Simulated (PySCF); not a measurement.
Compound: difluorophosphane, F2HP.
SMILES: `FPF`

Method used: PySCF, PBE0-D3(BJ)/def2-SVP geometry optimisation, gas phase.

Take the most abundant isotopes and a rigid rotor. 

(1) What are A, B and C (GHz)?

(2) What kind of rotor is it?

(3) What does the inertial defect say?

(4) List the rotational levels J(Ka,Kc) to J = 5 (MHz).

(5) Predict some low-J microwave lines.

Answers

(1) Ia = 21.15, Ib = 59.16, Ic = 76.42 u·Å²; 505379 MHz·u·Å²/I gives 23896, 8543 and 6613 MHz, that is A = 23.896, B = 8.5429, C = 6.6134 GHz.

(2) An asymmetric top; Ray's κ = -0.777.

(3) Not planar: Δ = Ic − Ia − Ib = -3.89 u·Å². For a rigid frame Δ = −2 Σ m c², so Σ m c² = 1.94 u·Å² lies off the ab plane: 1.84 from hydrogen and 0.11 from heavier atoms. The atom farthest from that plane is 1.35 Å away.

(4) Above 0(0,0):
J = 1: 1(0,1) 15156, 1(1,1) 30510, 1(1,0) 32439
J = 2: 2(0,2) 45298, 2(1,2) 58893, 2(1,1) 64681, 2(2,1) 110742, 2(2,0) 110913
J = 3: 3(0,3) 90093, 3(1,3) 101365, 3(1,2) 112933, 3(2,2) 156211, 3(2,1) 157056, 3(3,1) 237904, 3(3,0) 237914
J = 4: 4(0,4) 149087, 4(1,4) 157817, 4(1,3) 177046, 4(2,3) 216703, 4(2,2) 219179, 4(3,2) 298844, 4(3,1) 298910, 4(4,1) 412788, 4(4,0) 412788
J = 5: 5(0,5) 221796, 5(1,5) 228121, 5(1,4) 256801, 5(2,4) 292106, 5(2,3) 297651, 5(3,3) 375120, 5(3,2) 375382, 5(4,2) 488949, 5(4,1) 488952, 5(5,1) 635461, 5(5,0) 635461

(5) The dipole components are |μa| = 0.00 D, |μb| = 1.49 D, |μc| = 0.50 D; the mirror of this Cs structure is the bc plane, so μa vanishes by symmetry and there are no a-type lines. Intensities carry the squares of the components, which stand as 1.00 : 0.11 (b : c). Some lines, for components of 0.1 D or more:

```json
{"type": "b", "branch": "R", "J(Ka,Kc)": "2(0,2) ← 1(1,1)", "MHz": "14789", "lower level (cm⁻¹)": "1.018"}
{"type": "c", "branch": "Q", "J(Ka,Kc)": "1(1,1) ← 1(0,1)", "MHz": "15353", "lower level (cm⁻¹)": "0.506"}
{"type": "b", "branch": "Q", "J(Ka,Kc)": "2(1,1) ← 2(0,2)", "MHz": "19383", "lower level (cm⁻¹)": "1.511"}
{"type": "b", "branch": "R", "J(Ka,Kc)": "1(1,1) ← 0(0,0)", "MHz": "30510", "lower level (cm⁻¹)": "0.000"}
{"type": "c", "branch": "R", "J(Ka,Kc)": "1(1,0) ← 0(0,0)", "MHz": "32439", "lower level (cm⁻¹)": "0.000"}
{"type": "b", "branch": "Q", "J(Ka,Kc)": "4(3,1) ← 4(2,2)", "MHz": "79731", "lower level (cm⁻¹)": "7.311"}
{"type": "c", "branch": "Q", "J(Ka,Kc)": "3(3,1) ← 3(2,1)", "MHz": "80849", "lower level (cm⁻¹)": "5.239"}
{"type": "c", "branch": "R", "J(Ka,Kc)": "3(2,1) ← 2(1,1)", "MHz": "92374", "lower level (cm⁻¹)": "2.158"}
{"type": "c", "branch": "Q", "J(Ka,Kc)": "4(4,1) ← 4(3,1)", "MHz": "113877", "lower level (cm⁻¹)": "9.971"}
{"type": "b", "branch": "Q", "J(Ka,Kc)": "4(4,1) ← 4(3,2)", "MHz": "113944", "lower level (cm⁻¹)": "9.968"}
{"type": "b", "branch": "R", "J(Ka,Kc)": "4(2,2) ← 3(1,3)", "MHz": "117814", "lower level (cm⁻¹)": "3.381"}
{"type": "b", "branch": "R", "J(Ka,Kc)": "3(3,1) ← 2(2,0)", "MHz": "126992", "lower level (cm⁻¹)": "3.700"}
{"type": "b", "branch": "R", "J(Ka,Kc)": "4(4,1) ← 3(3,0)", "MHz": "174874", "lower level (cm⁻¹)": "7.936"}
```

No PBE0-D3(BJ)/def2-SVP frequencies stand behind this structure, so it isn't proved a minimum. No vibrational averaging or centrifugal distortion is included, and the geometry carries the error of its method.
